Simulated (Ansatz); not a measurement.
# BH3O (singlet): one geometry, many settings

What do other methods and options give for BH3O (singlet) at this geometry, and how long do they take?

Program: Ansatz 0.2.0, Gaussian basis. Level of theory: the settings change from run to run. These are calculated values, not measurements.

21 further runs of the same task are left out: 1 for a known fault of the program, 6 that didn't finish, 14 set aside as unsound or not needed.

**1. What is computed**

The geometry is a PBE0/def2-TZVP stationary point (not a proven minimum).

5 atoms, charge 0, spin multiplicity 1.

Atoms are counted from 1 here; the program's logs count them from 0.

Bond lengths: B1–O2 1.348 Å, B1–H3 1.202 Å, B1–H4 1.196 Å, O2–H5 0.961 Å. Angles: O2–B1–H3 120.6°, O2–B1–H4 116.8°, H3–B1–H4 122.6°, B1–O2–H5 113.5°.

Geometry (Å):

```xyz
5
charge 0, multiplicity 1
B     0.0000    0.0591    0.7405
O     0.0000   -0.0998   -0.5978
H     0.0000    1.1582    1.2267
H     0.0000   -0.9374    1.4021
H     0.0000    0.7297   -1.0823
```

**2. CCSD on RHF/def2-SVP**

The input, in.yaml:

```yaml
crystal:
  periodic: [false, false, false]
  atoms:
    - {symbol: B, position_ang: [0.000000, 0.059110, 0.740549]}
    - {symbol: O, position_ang: [0.000000, -0.099827, -0.597826]}
    - {symbol: H, position_ang: [0.000000, 1.158248, 1.226704]}
    - {symbol: H, position_ang: [0.000000, -0.937399, 1.402080]}
    - {symbol: H, position_ang: [0.000000, 0.729726, -1.082284]}
basis:
  gaussian: {orbitals: def2-SVP}
magnetization: {spin_polarized: false}
correlation: {method: ccsd, electrons: valence, diis_vectors: 12}
scf: {lower_state_search: off}
```

Launch:

```sh
ansatz run in.yaml --threads 1 --pin off --events-out ev --progress --plain --max-ram 2393MiB
```

Standard output:

```text
Functional definition: HF
  name "HF"
  cite "Fock, Z. Phys. 61, 126 (1930) doi:10.1007/BF01340294"
  parent pbe
  exchange = exact_x
  correlation = 0
these checks for a lower state are left out or cut short: stability, starts, cluster_reference, orbital_swaps, neighbouring_geometries, increment
426 factors; integrals over basis functions are off by at most 1.5e-3 eV
mean field evaluation 1: about -2753.4612 eV, gradient 2.8e1 eV
mean field evaluation 2: about -2753.4623 eV, gradient 2.8e1 eV
mean field evaluation 4: about -2755.1317 eV, gradient 2.2e0 eV
mean field evaluation 8: about -2755.1477 eV, gradient 2.9e-4 eV
mean field -2755.14765411 eV, -101.2498087822 hartree, gradient 1.8e-6 eV, S^2 0.000000; 0 other end points of the search recorded, 0 dependent functions left out
2 core orbitals not correlated: weight in the atoms' cores, before any rotation towards them, 1.000 or more for the frozen orbitals, at most 0.000 for the correlated occupied ones
reference -2755.14765411 eV, -101.2498087822 hartree; 6, 6 occupied and 35, 35 virtual orbitals, 426 factors
second order -7.58690638 eV of doubles, -0.00000000 eV of singles
cycle   1  -7.89283385 eV  change   -3.1e-1 eV  update   6.9e-2
cycle   2  -8.10941861 eV  change   -2.2e-1 eV  update   2.0e-2
cycle   3  -8.16927660 eV  change   -6.0e-2 eV  update   1.2e-2
cycle   4  -8.16357461 eV  change    5.7e-3 eV  update   3.7e-3
cycle   5  -8.16377823 eV  change   -2.0e-4 eV  update   1.2e-3
cycle   6  -8.16370380 eV  change    7.4e-5 eV  update   2.6e-4
cycle   7  -8.16358007 eV  change    1.2e-4 eV  update   5.9e-5
cycle   8  -8.16357696 eV  change    3.1e-6 eV  update   1.7e-5
cycle   9  -8.16357650 eV  change    4.6e-7 eV  update   4.0e-6
Total energy: -2763.31123061 eV, -101.5498146852 hartree
Checks for a lower state left out: stability, starts, cluster_reference, orbital_swaps, neighbouring_geometries, increment
```

It took 0.33 s on 1 thread of Arm Neoverse V1, shared host.

From the report: correlation -8.1636 eV; T1 0.015; largest double amplitude 0.05.

**3. HF/def2-mTZVP**

in.yaml, as its differences from that of step 2:

```diff
@@ -9,5 +9,6 @@
 basis:
-  gaussian: {orbitals: def2-SVP}
-magnetization: {spin_polarized: false}
-correlation: {method: ccsd, electrons: valence, diis_vectors: 12}
-scf: {lower_state_search: off}
+  gaussian: {orbitals: def2-mTZVP}
+magnetization: {spin_polarized: true, initial_magnetization: 0}
+hamiltonian: {xc: hf}
+accuracy: high
+output: {forces: true, orbitals: {seedname: orbitals}}
```

The command is unchanged.

Standard output, shortened:

```text
Functional definition: HF
  name "HF"
  cite "Fock, Z. Phys. 61, 126 (1930) doi:10.1007/BF01340294"
  parent pbe
[...]
1033 factors; integrals over basis functions are off by at most 3.6e-9 eV
[...]
mean field -2758.19807188 eV, -101.3619095677 hartree, gradient 1.6e-8 eV, S^2 0.000000; 0 other end points of the search recorded, 0 dependent functions left out
[...]
reference -2758.19807188 eV, -101.3619095677 hartree; 8, 8 occupied and 44, 44 virtual orbitals, 1033 factors
Total energy: -2758.19807188 eV, -101.3619095677 hartree
Atom 0 at     0.000000     0.059110     0.740549 Å, force     0.000000    -0.125915    -0.028236 eV/Å
Atom 1 at     0.000000    -0.099827    -0.597826 Å, force    -0.000000     0.924785    -0.203784 eV/Å
Atom 2 at     0.000000     1.158248     1.226704 Å, force    -0.000000    -0.248257    -0.082252 eV/Å
Atom 3 at     0.000000    -0.937399     1.402080 Å, force    -0.000000     0.255233    -0.075957 eV/Å
Atom 4 at     0.000000     0.729726    -1.082284 Å, force    -0.000000    -0.805847     0.390229 eV/Å
Dipole moment:    -0.000000     0.315855    -0.087032 e Å
```

Wall time 1.1 s (1 thread of Arm Neoverse V1, shared host).

From the report: ⟨S²⟩ of the determinant 0.000 (pure singlet: 0.00).

**4. MP2 on RHF/def2-SVPD**

in.yaml, as its differences from that of step 3:

```diff
@@ -9,6 +9,5 @@
 basis:
-  gaussian: {orbitals: def2-mTZVP}
-magnetization: {spin_polarized: true, initial_magnetization: 0}
-hamiltonian: {xc: hf}
-accuracy: high
-output: {forces: true, orbitals: {seedname: orbitals}}
+  gaussian: {orbitals: def2-SVPD}
+magnetization: {spin_polarized: false}
+correlation: {method: mp2, electrons: valence}
+output: {forces: true}
```

The command is unchanged.

Standard output, shortened:

```text
Functional definition: HF
  name "HF"
  cite "Fock, Z. Phys. 61, 126 (1930) doi:10.1007/BF01340294"
  parent pbe
[...]
657 factors; integrals over basis functions are off by at most 1.0e-3 eV
[...]
mean field -2755.32728543 eV, -101.2564101115 hartree, gradient 1.4e-6 eV, S^2 0.000000; 0 other end points of the search recorded, 0 dependent functions left out
2 core orbitals not correlated: weight in the atoms' cores, before any rotation towards them, 1.000 or more for the frozen orbitals, at most 0.000 for the correlated occupied ones
reference -2755.32728543 eV, -101.2564101115 hartree; 6, 6 occupied and 59, 59 virtual orbitals, 657 factors
second order -7.90640344 eV of doubles, -0.00000000 eV of singles
[...]
Total energy: -2763.23368887 eV, -101.5469650788 hartree
Atom 0 at     0.000000     0.059110     0.740549 Å, force     0.000000     0.053374     0.531826 eV/Å
Atom 1 at     0.000000    -0.099827    -0.597826 Å, force     0.000000    -0.243508    -0.500513 eV/Å
Atom 2 at     0.000000     1.158248     1.226704 Å, force     0.000000     0.077264     0.025967 eV/Å
Atom 3 at     0.000000    -0.937399     1.402080 Å, force    -0.000000    -0.075241     0.059314 eV/Å
Atom 4 at     0.000000     0.729726    -1.082284 Å, force    -0.000000     0.188112    -0.116594 eV/Å
Dipole moment:    -0.000000     0.300324    -0.127092 e Å
```

Run time: 0.84 s. Hardware: 1 thread of Arm Neoverse V1, shared host.

**5. BCCD(T) on RHF/def2-SVPD**

in.yaml, as its differences from that of step 4:

```diff
@@ -11,3 +11,3 @@
 magnetization: {spin_polarized: false}
-correlation: {method: mp2, electrons: valence}
+correlation: {method: bccd_t, electrons: outside_noble_gas}
 output: {forces: true}
```

Same command.

Standard output, shortened:

```text
Functional definition: HF
  name "HF"
  cite "Fock, Z. Phys. 61, 126 (1930) doi:10.1007/BF01340294"
  parent pbe
[...]
657 factors; integrals over basis functions are off by at most 1.0e-3 eV
[...]
mean field -2755.32728543 eV, -101.2564101115 hartree, gradient 1.4e-6 eV, S^2 0.000000; 0 other end points of the search recorded, 0 dependent functions left out
2 core orbitals not correlated: weight in the atoms' cores, before any rotation towards them, 1.000 or more for the frozen orbitals, at most 0.000 for the correlated occupied ones
reference -2755.32728543 eV, -101.2564101115 hartree; 6, 6 occupied and 59, 59 virtual orbitals, 657 factors
second order -7.90640344 eV of doubles, -0.00000000 eV of singles
cycle   1  -8.18365009 eV  change   -2.8e-1 eV  update   7.2e-2
[...]
cycle   9  -8.44619327 eV  change   -3.8e-6 eV  update   8.9e-6
perturbative correction -0.23456874 eV, -0.0086202421 hartree
[...]
Total energy: -2764.00804743 eV, -101.5754222313 hartree
Atom 0 at     0.000000     0.059110     0.740549 Å, force     0.000000     0.045020     0.496602 eV/Å
Atom 1 at     0.000000    -0.099827    -0.597826 Å, force     0.000000    -0.249577    -0.540755 eV/Å
Atom 2 at     0.000000     1.158248     1.226704 Å, force     0.000000     0.152829     0.057288 eV/Å
Atom 3 at     0.000000    -0.937399     1.402080 Å, force     0.000000    -0.143623     0.109700 eV/Å
Atom 4 at     0.000000     0.729726    -1.082284 Å, force     0.000000     0.195352    -0.122836 eV/Å
Dipole moment:    -0.000000     0.297397    -0.130441 e Å
```

Run time: 6.5 s. Hardware: 1 thread of Arm Neoverse V1, shared host; peak memory 0.29 GiB.

From the report: correlation -8.6808 eV; largest double amplitude 0.03.

**6. CCSD/def2-TZVP**

in.yaml, as its differences from that of step 5:

```diff
@@ -9,5 +9,6 @@
 basis:
-  gaussian: {orbitals: def2-SVPD}
+  gaussian: {orbitals: def2-TZVP, point_charges: [{charge: 1.00, position_ang: [4.783, -0.546, -0.079]}]}
 magnetization: {spin_polarized: false}
-correlation: {method: bccd_t, electrons: outside_noble_gas}
+hamiltonian: {xc: {name: B3LYP}}
+correlation: {method: ccsd, electrons: all}
 output: {forces: true}
```

Same command.

Standard output, shortened:

```text
Functional definition: B3LYP
  name "B3LYP"
  cite "Stephens, Devlin, Chabalowski & Frisch, J. Phys. Chem. 98, 11623 (1994) doi:10.1021/j100096a001"
  cite "Becke, Phys. Rev. A 38, 3098 (1988) doi:10.1103/PhysRevA.38.3098"
  cite "Lee, Yang & Parr, Phys. Rev. B 37, 785 (1988) doi:10.1103/PhysRevB.37.785"
  cite "Vosko, Wilk & Nusair, Can. J. Phys. 58, 1200 (1980) doi:10.1139/p80-159"
[...]
552 factors; integrals over basis functions are off by at most 1.4e-3 eV
[...]
mean field -2774.49119349 eV, -101.9606707431 hartree, gradient 2.1e-6 eV, S^2 0.000000; 0 other end points of the search recorded, 0 dependent functions left out
reference -2758.08847922 eV, -101.3578821117 hartree; 8, 8 occupied and 72, 72 virtual orbitals, 552 factors
second order -10.67039736 eV of doubles, -0.33440374 eV of singles
cycle   1  -10.86477404 eV  change    1.3e-1 eV  update   7.3e-2
[...]
cycle   9  -11.18503277 eV  change    6.0e-6 eV  update   7.2e-6
[...]
Total energy: -2769.27351199 eV, -101.7689244845 hartree
Atom 0 at     0.000000     0.059110     0.740549 Å, force    -0.276091     0.079622     0.268543 eV/Å
Atom 1 at     0.000000    -0.099827    -0.597826 Å, force     0.322824    -0.087049    -0.105290 eV/Å
Atom 2 at     0.000000     1.158248     1.226704 Å, force     0.067068    -0.119089    -0.063776 eV/Å
Atom 3 at     0.000000    -0.937399     1.402080 Å, force     0.089863     0.078279    -0.064866 eV/Å
Atom 4 at     0.000000     0.729726    -1.082284 Å, force    -0.174220     0.082977    -0.034966 eV/Å
Dipole moment:    -0.087250     0.323838    -0.113167 e Å
```

Wall time 8.5 s (1 thread of Arm Neoverse V1, shared host); peak memory 0.27 GiB.

From the report: correlation -11.1850 eV; T1 0.009; largest double amplitude 0.03. The orbitals are Kohn-Sham ones, so correlation energy and T1 don't compare with those on Hartree-Fock orbitals.

**7. All runs side by side**

```csv
level,correlated,functions,energy (eV),time
CCSD on RHF/def2-SVP,valence,43,-2763.3112,0.33 s
HF/def2-mTZVP,,52,-2758.1981,1.1 s
MP2 on RHF/def2-SVPD,valence,67,-2763.2337,0.84 s
BCCD(T) on RHF/def2-SVPD,outside noble gas,67,-2764.0080,6.5 s
"CCSD/def2-TZVP (beside a point charge, on B3LYP orbitals)",all,80,-2769.2735,8.5 s
```

**8. Summary of results**

```
quantity                                                             value
    runs                                                                 5
quickest                                      CCSD on RHF/def2-SVP, 0.33 s
 slowest  CCSD/def2-TZVP (beside a point charge, on B3LYP orbitals), 8.5 s
```

What this shows: Total energies in different bases, with other cores or another treatment of relativity can't be set against each other. CCSD/def2-TZVP (beside a point charge, on B3LYP orbitals) took 26 times as long as CCSD on RHF/def2-SVP; the jobs differ in more than the method.
